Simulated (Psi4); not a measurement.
**triplet BPH3Cl: levels of theory compared**

Aim: a comparison of 3 runs (UHF/3-21G, UB3LYP/6-31G*, UHSE06/def2-SVPD) of triplet BPH3Cl. 

The calculation is run with Psi4 1.11.

2 further runs of the same task are left out: 2 set aside as unsound or not needed.

### 1 The molecule

BPH3Cl: 6 atoms, total charge 0, spin state triplet. As SMILES of the parent species, `PBCl`. The shape is that of a GFN2-xTB optimisation. This is one conformer, not always the lowest. That shape belongs to the parent species and isn't relaxed for this state.

Bond lengths: P1–B2 1.884 Å, B2–Cl3 1.695 Å, P1–H4 1.380 Å, P1–H5 1.379 Å, B2–H6 1.173 Å. Angles: P1–B2–Cl3 120.0°, P1–B2–H6 120.9°, Cl3–B2–H6 118.6°, B2–P1–H4 100.2°, B2–P1–H5 98.8°, H4–P1–H5 96.0°.

### 2 Energy and gradient at UHF/3-21G (run 1)

input.in reads:

```
memory 1600 mb

molecule {
  0 3
  P     -0.377850     0.516840    -0.948490
  B      0.665420    -0.279920     0.403140
  Cl     0.669800    -1.964800     0.589550
  H     -1.530850    -0.233270    -0.840970
  H     -0.846400     1.603250    -0.239160
  H      1.419880     0.357890     1.035930
  symmetry c1
}

set basis 3-21G
set reference uhf
set puream true
set e_convergence 1e-09
set d_convergence 1e-08
set scf_type pk
set maxiter 200

energy_value, wavefunction = gradient("scf", return_wfn=True)
```

Command:

```console
psi4 -n 1 input.in input.out
```

input.out:

```text
[...]
  Running in c1 symmetry.
[...]
  Nuclear repulsion =  119.275925612600176
[...]
  Multiplicity = 3
[...]
  Nalpha       = 21
  Nbeta        = 19
[...]
    Number of basis functions: 41
[...]
   @UHF iter   1:  -822.38819682170765   -1.24902e-01   4.64828e-03 DIIS/ADIIS
[...]
   @UHF iter  16:  -822.43082801169146   -7.95808e-13   6.44279e-09 DIIS
[...]
   @S^2 Observed:                2.012806990E+00
[...]
  @UHF Final Energy:  -822.43082801169146
   => Energetics <=
    Nuclear Repulsion Energy =            119.2759256126001759
    One-Electron Energy =               -1373.9157346370107007
    Two-Electron Energy =                 432.2089810127191072
    Total Energy =                       -822.4308280116915739
  UHF NO Occupations:
  HONO-2 :   19  A 1.9966118
  HONO-1 :   20  A 1.0000000
[...]
 Multipole Moments:
 ------------------------------------------------------------------------------------
     Multipole            Electronic (a.u.)      Nuclear  (a.u.)        Total (a.u.)
 ------------------------------------------------------------------------------------
 L = 1.  Multiply by 2.5417464519 to convert [e a0] to [Debye]
 Dipole X            :          0.6281864           -1.8028501           -1.1746638
 Dipole Y            :         -1.7239979            3.2255943            1.5015964
 Dipole Z            :         -1.3562795           -0.0916376           -1.4479171
 Magnitude           :                                                    2.3939696
[...]
  -Total Gradient:
     Atom            X                  Y                   Z
    ------   -----------------  -----------------  -----------------
       1        0.012426426369    -0.008782557207     0.007313499703
       2       -0.045345779581    -0.041149999214    -0.031332526573
       3        0.004353346891     0.078938438374    -0.001601332163
       4        0.019667659017     0.008393857665     0.014416650487
       5        0.006962106144    -0.024256818450     0.005671227828
       6        0.001936241161    -0.013142921163     0.005532480726
[...]
```

It took 1.3 s on 1 thread of Intel Xeon 6975P-C (Granite Rapids), shared host; peak memory 0.18 GiB.

### 3 Energy and gradient at UB3LYP/6-31G(d) (spherical functions) (run 2)

bclh3p.xyz reads:

```xyz
6
BClH3P
P     -0.377850     0.516840    -0.948490
B      0.665420    -0.279920     0.403140
Cl     0.669800    -1.964800     0.589550
H     -1.530850    -0.233270    -0.840970
H     -0.846400     1.603250    -0.239160
H      1.419880     0.357890     1.035930
```

job.py reads:

```python
import psi4

psi4.set_memory('1600 MB')
psi4.set_num_threads(1)
psi4.core.set_output_file('bclh3p.out', False)

with open('bclh3p.xyz') as f:
    atoms = ''.join(f.readlines()[2:])
molecule = psi4.geometry('0 3\n' + atoms + 'symmetry c1')

psi4.set_options({
    'reference': 'uks',
    'puream': True,
    'e_convergence': 1e-09,
    'd_convergence': 1e-08,
    'scf_type': 'pk',
    'dft_radial_points': 99,
    'dft_spherical_points': 590,
    'maxiter': 200,
})

E = psi4.gradient("b3lyp/6-31G*", molecule=molecule)
print('gradient / Eh bohr^-1')
print(E.np.round(6))
for k, v in sorted(psi4.core.scalar_variables().items()):
    print(f'{k:45s} {v:18.10f}')
```

Command:

```console
python job.py
```

bclh3p.out:

```text
[...]
  Running in c1 symmetry.
[...]
  Nuclear repulsion =  119.275925612600176
[...]
  Multiplicity = 3
[...]
  Nalpha       = 21
  Nbeta        = 19
[...]
    Number of basis functions: 56
[...]
   @UKS iter   1:  -827.95380524264624    5.62292e-02   7.15157e-03 DIIS/ADIIS
[...]
   @UKS iter  15:  -828.07519724170413    0.00000e+00   6.11090e-09 DIIS
[...]
   @S^2 Observed:                2.005130017E+00
[...]
  @UKS Final Energy:  -828.07519724170413
   => Energetics <=
    Nuclear Repulsion Energy =            119.2759256126001759
    One-Electron Energy =               -1379.1913508722136612
    Two-Electron Energy =                 477.5703219574982654
    DFT Exchange-Correlation Energy =     -45.7300939395888051
    Empirical Dispersion Energy =           0.0000000000000000
    VV10 Nonlocal Energy =                  0.0000000000000000
    Total Energy =                       -828.0751972417041316
[...]
 Multipole Moments:
 ------------------------------------------------------------------------------------
     Multipole            Electronic (a.u.)      Nuclear  (a.u.)        Total (a.u.)
 ------------------------------------------------------------------------------------
 L = 1.  Multiply by 2.5417464519 to convert [e a0] to [Debye]
 Dipole X            :          1.1418235           -1.8028501           -0.6610266
 Dipole Y            :         -2.6123669            3.2255943            0.6132274
 Dipole Z            :         -0.5284283           -0.0916376           -0.6200659
 Magnitude           :                                                    1.0942969
[...]
  -Total Gradient:
     Atom            X                  Y                   Z
    ------   -----------------  -----------------  -----------------
       1       -0.010546439872    -0.002653363110     0.009073782909
       2       -0.023003445074    -0.010894088072    -0.008838594213
       3        0.003750755564     0.043005815680    -0.001157014556
       4        0.022911037853     0.009953072641     0.006126413844
       5        0.009991915210    -0.022872812644    -0.002173060988
       6       -0.003101389367    -0.016548000647    -0.003033083377
[...]
```

Standard output:

```text
gradient / Eh bohr^-1
[[-0.010546 -0.002653  0.009074]
 [-0.023003 -0.010894 -0.008839]
 [ 0.003751  0.043006 -0.001157]
 [ 0.022911  0.009953  0.006126]
 [ 0.009992 -0.022873 -0.002173]
 [-0.003101 -0.016548 -0.003033]]
CURRENT ENERGY                                   -828.0751972417
CURRENT REFERENCE ENERGY                         -828.0751972417
DD SOLVATION ENERGY                                 0.0000000000
DFT FUNCTIONAL TOTAL ENERGY                      -828.0751972417
DFT TOTAL ENERGY                                 -828.0751972417
DFT VV10 ENERGY                                     0.0000000000
DFT XC ENERGY                                     -45.7300939396
GRID ELECTRONS ALPHA                               21.0000003369
GRID ELECTRONS BETA                                19.0000004400
GRID ELECTRONS TOTAL                               40.0000007770
NUCLEAR REPULSION ENERGY                          119.2759256126
ONE-ELECTRON ENERGY                             -1379.1913508722
PCM POLARIZATION ENERGY                             0.0000000000
PE ENERGY                                           0.0000000000
SCF ITERATION ENERGY                             -828.0751972417
SCF ITERATIONS                                     15.0000000000
SCF TOTAL ENERGY                                 -828.0751972417
TWO-ELECTRON ENERGY                               477.5703219575
XC GRID RADIAL POINTS                              99.0000000000
XC GRID SPHERICAL POINTS                          590.0000000000
XC GRID TOTAL POINTS                           330123.0000000000
```

It took 12 s on 1 thread of Intel Xeon 6975P-C (Granite Rapids), shared host; peak memory 0.7 GiB.

### 4 The energy at UHSE06/def2-SVPD (run 3)

input.inp reads:

```
memory 1600 mb

molecule geom {
  0 3
  P     -0.377850     0.516840    -0.948490
  B      0.665420    -0.279920     0.403140
  Cl     0.669800    -1.964800     0.589550
  H     -1.530850    -0.233270    -0.840970
  H     -0.846400     1.603250    -0.239160
  H      1.419880     0.357890     1.035930
  units angstrom
  symmetry c1
}

set basis def2-SVPD
set reference uks
set puream true
set e_convergence 1e-09
set d_convergence 1e-08
set scf_type pk
set dft_radial_points 99
set dft_spherical_points 590
set maxiter 200

e_tot = energy("hse06")
print_variables()
```

Command:

```console
psi4 -n 1 input.inp input.out
```

input.out:

```text
[...]
  Running in c1 symmetry.
[...]
  Nuclear repulsion =  119.275925612600176
[...]
  Multiplicity = 3
[...]
  Nalpha       = 21
  Nbeta        = 19
[...]
    Number of basis functions: 95
[...]
   @UKS iter   1:  -827.37308632110137    1.40090e-01   5.05729e-03 DIIS/ADIIS
[...]
   @UKS iter  16:  -827.54717935294559   -4.74074e-11   3.16972e-09 DIIS
[...]
   @S^2 Observed:                2.007633336E+00
[...]
    Orbital Energies [Eh]
    ---------------------
    Alpha Occupied:
       1A   -101.684411     2A    -77.261288     3A     -9.525784
       4A     -7.261833     5A     -7.259745     6A     -7.256657
       7A     -6.779672     8A     -6.662467     9A     -4.805819
      10A     -4.800346    11A     -4.798085    12A     -0.854506
      13A     -0.710147    14A     -0.503807    15A     -0.449300
      16A     -0.401303    17A     -0.385065    18A     -0.369104
      19A     -0.335343    20A     -0.299417    21A     -0.129763
    Alpha Virtual:
      22A     -0.015696    23A     -0.009563    24A      0.015757
      25A      0.038223    26A      0.051111    27A      0.067053
[...]
  @UKS Final Energy:  -827.54717935294559
   => Energetics <=
    Nuclear Repulsion Energy =            119.2759256126001759
    One-Electron Energy =               -1378.4105415159597214
    Two-Electron Energy =                 474.7995567900164247
    DFT Exchange-Correlation Energy =     -43.2121202396024557
    Empirical Dispersion Energy =           0.0000000000000000
    VV10 Nonlocal Energy =                  0.0000000000000000
    Total Energy =                       -827.5471793529457045
[...]
 Multipole Moments:
 ------------------------------------------------------------------------------------
     Multipole            Electronic (a.u.)      Nuclear  (a.u.)        Total (a.u.)
 ------------------------------------------------------------------------------------
 L = 1.  Multiply by 2.5417464519 to convert [e a0] to [Debye]
 Dipole X            :          1.1156880           -1.8028501           -0.6871621
 Dipole Y            :         -2.5444000            3.2255943            0.6811943
 Dipole Z            :         -0.5838400           -0.0916376           -0.6754775
 Magnitude           :                                                    1.1800370
[...]
```

Run time: 38 s. Hardware: 1 thread of Intel Xeon 6975P-C (Granite Rapids), shared host; peak memory 0.87 GiB.

### 5 All runs side by side

```tsv
run	level	integration grid	task	energy (Eh)	dipole moment (D)	HOMO energy (eV)	⟨S²⟩	wall time
1	UHF/3-21G	–	gradient	-822.430828	6.08	-6.24	2.013	1.3 s
2	UB3LYP/6-31G* (spherical functions)	99 radial × 590 angular	gradient	-828.075197	2.78	-3.30	2.005	12 s
3	UHSE06/def2-SVPD	99 radial × 590 angular	energy	-827.547179	3.00	-3.53	2.008	38 s
```

### 6 Outcome

| quantity | value |
| --- | --- |
| run 3: total energy | -827.54718 Eh |
| run 3: dipole moment | 3.00 D |
| run 3: HOMO energy (highest over α and β) | -3.53 eV |
| run 3: ⟨S²⟩ | 2.008 |

What this shows: The dipole moment (its size) runs from 2.78 D (UB3LYP/6-31G*) to 6.08 D (UHF/3-21G). The two ends differ in method and basis. Totals of different functionals can't be ranked against each other. All runs together took 52 s, the longest 38 s.
